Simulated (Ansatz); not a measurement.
dimethylamine cation (C2H7N), SMILES CNC (connectivity only; charge and spin as stated), charge +1, multiplicity 2.

The structure is a stationary point at B3LYP-D3(BJ)/def2-TZVP. The multiplicity is an assumed one; other spin states were not compared.

Two levels are set side by side: PBE/def2-SVPD (Ansatz, an electronic-structure program) and PBE0/def2-SVPD (Ansatz). Energy differences of separate SCF runs at the same geometry; the states with an electron removed or added have multiplicity 1 and 1. Differences are taken from unrounded values.

| quantity | PBE0 |
|---|---|
| vertical ionisation energy (eV) | 17.17 |
| vertical electron affinity (eV) | 7.72 |

Question: What does PBE give, and how far is it from PBE0? (An estimate is asked for; the answer gives what the named calculation found.)

Answer: 
```csv
quantity,PBE,PBE minus PBE0
vertical ionisation energy (eV),16.68,-0.49
vertical electron affinity (eV),7.68,-0.05
```
